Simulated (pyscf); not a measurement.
Four-centre exchange: Cl–Si•(Cl)–Cl (SMILES Cl[Si](Cl)Cl) + H₂ (SMILES [H][H]) -> HCl (SMILES Cl) + Cl–SiH•–Cl (SMILES Cl[SiH]Cl)

Gas phase, doublet surface, charge 0. Bonds broken: Cl1–Si2, H5–H6. Bonds formed: Cl1–H5, Si2–H6. Single points on ωB97X-D3(BJ)/def2-SVP structures (PySCF, gas phase).

Transition state (Å):

```xyz
6

Cl    -0.9124     0.0076     1.2765
Si     0.5005     0.1410    -0.7189
Cl     1.2048     2.0532    -0.4420
Cl    -1.1451     0.3148    -2.0096
H      0.4684    -0.4414     1.2728
H      1.3526    -0.6284     0.4997
```

One imaginary mode, 916i cm⁻¹; descent along it reached the two sides named.

```csv
bond,change,reactant side (Å),saddle,product side
Cl1–Si2,breaks,2.056,2.449,3.7
H5–H6,breaks,0.760,1.189,3.2
Cl1–H5,forms,3.1,1.452,1.286
Si2–H6,forms,3.4,1.674,1.489
```

Electronic energies relative to the separated reactants (eV):

```csv
level,barrier,reaction energy,reverse barrier
ωB97X-D3(BJ)/def2-TZVP,2.30,+0.90,1.41
PBE/def2-TZVP,1.83,+0.80,1.02
r²SCAN/def2-TZVP,2.04,+0.87,1.16
B3LYP-D3(BJ)/def2-TZVP,2.13,+0.83,1.30
PBE0-D3(BJ)/def2-TZVP,2.00,+0.81,1.19
M06-2X/def2-TZVP,2.29,+0.87,1.42
ωB97M-D3(BJ)/def2-TZVP,2.15,+0.79,1.36
HF/def2-TZVP,3.05,+0.59,2.46
```

With ωB97M-D3(BJ)/def2-TZVP energies and thermal terms (ideal gas, 1 atm, RRHO with modes under 100 cm⁻¹ raised to 100, one conformer, R ln 2 for chiral ones without a mode under 150 cm⁻¹), in eV:

```json
[
 {"T (K)": "298", "ΔH‡": "2.11", "ΔG‡": "2.44", "ΔH": "+0.84", "ΔG": "+0.74"},
 {"T (K)": "600", "ΔH‡": "2.08", "ΔG‡": "2.79", "ΔH": "+0.80", "ΔG": "+0.65"},
 {"T (K)": "900", "ΔH‡": "2.08", "ΔG‡": "3.14", "ΔH": "+0.78", "ΔG": "+0.57"},
 {"T (K)": "1200", "ΔH‡": "2.10", "ΔG‡": "3.49", "ΔH": "+0.77", "ΔG": "+0.51"}
]
```

The same reactants have a lower exit, to Cl–SiH(Cl)–Cl + H• (barrier +0.70 eV at ωB97M-D3(BJ)/def2-TZVP, against +2.15 eV here). One saddle was located; it need not be the lowest between these sides.
